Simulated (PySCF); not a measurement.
C3H7, SMILES C[CH]C, multiplicity 2. Atoms are numbered in the order given.

```xyz
10

C     -0.0027    -0.1973     1.2866
C      0.0449     0.5343     0.0000
C     -0.0027    -0.1973    -1.2866
H      0.2259     0.4487     2.1364
H      0.7031    -1.0362     1.2962
H     -0.9965    -0.6358     1.4725
H     -0.1014     1.6084     0.0000
H      0.2259     0.4487    -2.1364
H     -0.9965    -0.6358    -1.4725
H      0.7031    -1.0362    -1.2962
```
Charge 0, spin multiplicity 2.

Geometry: PBE0-D3(BJ)/def2-TZVP. The isomer is the one that the SMILES or the coordinates give; other isomers of the formula were not compared.

Method: PBE0/def2-TZVPD run with PySCF.

Mulliken values depend strongly on the basis, most of all with diffuse functions as here. ESP charges are fitted to the potential on shells at 1.4 to 2.0 van der Waals radii. Atomic charges (e):

```
atom  Mulliken  ESP fit  meta-Löwdin  Mulliken spin
----  --------  -------  -----------  -------------
C1       -0.68    -0.66        -0.35          -0.07
C2        0.02     0.20        -0.11           0.98
C3       -0.68    -0.66        -0.35          -0.07
H4        0.19     0.16         0.12           0.01
H5        0.20     0.19         0.12           0.03
H6        0.16     0.19         0.12           0.07
H7        0.24     0.05         0.11          -0.05
H8        0.19     0.16         0.12           0.01
H9        0.16     0.19         0.12           0.07
H10       0.20     0.19         0.12           0.03
```
